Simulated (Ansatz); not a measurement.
**NaHf₃: from a trial structure to a relaxed crystal**

Level of theory: DFT PBE, scalar-relativistic, plane waves, PAW (Ansatz 0.2.0). Cutoff 420 eV, Γ-centred k mesh, Gaussian smearing, no spin polarisation in the final step.

The start puts NaHf₃ on the Cu3Au (L1_2) structure type (Pm-3m, No. 221), with Na in place of Au, Hf in place of Cu, at a guessed volume.

```yaml
crystal:
  lattice:
    - [4.26549, 0.00000, 0.00000]
    - [0.00000, 4.26549, 0.00000]
    - [0.00000, 0.00000, 4.26549]
  atoms:
    - { symbol: Na, position: [0.00000, 0.00000, 0.00000] }
    - { symbol: Hf, position: [0.00000, 0.50000, 0.50000] }
    - { symbol: Hf, position: [0.50000, 0.00000, 0.50000] }
    - { symbol: Hf, position: [0.50000, 0.50000, 0.00000] }
```

Cell and atoms relax at zero pressure; the relaxation can't lower the symmetry of the start. After a coarse first stage the cell is made exact in the group found at 0.06 Å.

Energies over the elements count from the elements' standard structures at the same level, with no empirical corrections.

Task: Which crystal results?

Result: It keeps Pm-3m (No. 221). The result has the Cu3Au (L1_2) structure. Conventional cell: a = 4.494 Å. Na has 12 Hf at 3.18 Å; Hf has 4 Na at 3.18 Å and 8 Hf at 3.18 Å.

```xyz
4
Lattice="4.4937 0.0000 0.0000 0.0000 4.4937 0.0000 0.0000 0.0000 4.4937" Properties=species:S:1:pos:R:3 pbc="T T T"
Na    0.0000    0.0000    0.0000
Hf    0.0000    2.2468    2.2468
Hf    2.2468    0.0000    2.2468
Hf    2.2468    2.2468    0.0000
```

Task: What are its volume, energy, density and gap?

Result: The volume per atom is 22.69 Å³. The density is 10.22 g/cm³, the energy over the elements is 0.59 eV/atom and the gap on the 10×10×10 mesh is 0 eV (a metal).

The final run used a 10×10×10 mesh on its 4-atom cell and 0.10 eV smearing. The k mesh leaves about 4 meV/atom of noise in metals. Spin–orbit coupling is left out. Symmetry constrained the relaxation, so the result can be a saddle point. The steps took of the order of 60 core-seconds in all.

Cost: 3 runs of about 1 core-minutes in all, on Arm Neoverse V2 (shared hosts).